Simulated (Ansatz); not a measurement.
Ideal-gas functions of CS$_{2}$ (`S=C=S`) at 500 K and 1 bar, from an Ansatz frequency run at PBE0-D4/def2-TZVP.

Molar mass 76.15 g/mol, point group D∞h (symmetry number 2), electronic degeneracy 1, moments of inertia 153.747 u Å². Harmonic wavenumbers (cm⁻¹, unscaled): 413, 413, 692, 1598.

Use S(trans) = R[1.5 ln M + 2.5 ln T − 1.1517]; rotational temperatures θ = 24.2544 K / I; S(rot) = R[ln(T/σθ) + 1]; for each mode x = 1.438777 ν̃/T, S = R[x/(eˣ − 1) − ln(1 − e⁻ˣ)] and H = RT x/(eˣ − 1); 1 cm⁻¹ = 0.0119627 kJ/mol; R = 8.31446 J/(mol·K).

Problem. By hand: the entropy, in J/(mol·K).

Solution. Translation 173.6. Rotation: θ = 0.1578 K, giving 69.6. Vibration, mode by mode: 7.35, 7.35, 3.84, 0.47, in all 19.0. Electronic 0.0. Sum 262.2 J/(mol·K).

Problem. By hand: H − E and G − E in kJ/mol, counted from the electronic energy.

Solution. Zero-point energy ½ × 3116 × 0.0119627 = 18.6; thermal vibration 5.8; translation, rotation and pV give 3.5 RT = 14.6. H − E = 39.0 kJ/mol, and G − E = 39.0 − 500 × 262.2/1000 = -92.1 kJ/mol.

Vibration gives 7 % of the entropy.
